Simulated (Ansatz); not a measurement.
Reaction (SMILES): [SiH2][SiH3] (SiH2-SiH3) → 5 H atom + 2 Si atom
B3LYP-D3(BJ)/def2-TZVP geometries, fixed; electronic energies without zero-point terms.
Largest species:
```xyz
7

Si     0.0124     0.0207     1.2119
Si    -0.0099     0.0487    -1.1206
H     -1.2086    -0.5655     1.8221
H      1.2176    -0.6195     1.7989
H     -0.0369    -1.3162    -1.7072
H     -1.2105     0.7840    -1.5839
H      1.2034     0.7464    -1.6084
```
Charge 0, spin multiplicity 2.

Basis-set convergence of the atomisation energy at PBE with Ansatz (a program for electronic structure). Cartesian d functions, on some or all atoms, in 6-31G*; all else is spherical. The program fits the integrals of some runs and decomposes those of others, by size. Open shells are unrestricted. No added dispersion term, no relativity. Functions are those of the species that has most. Reference: the value in aug-cc-pV(Q+d)Z, 432.96 kcal/mol, itself unsure by roughly 0.68 kcal/mol (its mean distance from def2-QZVPPD, pcseg-3, def2-QZVPP).

```csv
basis,functions,atomisation energy (kcal/mol)
3-21G,36,414.22
6-31G*,48,430.13
def2-SVP,61,…
pcseg-1,61,427.96
aug-pcseg-1,99,…
"6-311++G(2d,2p)",120,…
pcseg-2,138,431.19
def2-TZVPP,154,…
aug-cc-pV(T+d)Z,225,432.24
cc-pV(Q+d)Z,278,433.05
def2-QZVPP,290,432.30
def2-QZVPPD,317,432.31
aug-cc-pV(Q+d)Z,408,432.96
```

Problem. Complete the blanks.

Solution. 
- def2-SVP, atomisation energy (kcal/mol): 430.32
- aug-pcseg-1, atomisation energy (kcal/mol): 428.33
- 6-311++G(2d,2p), atomisation energy (kcal/mol): 429.61
- def2-TZVPP, atomisation energy (kcal/mol): 432.93
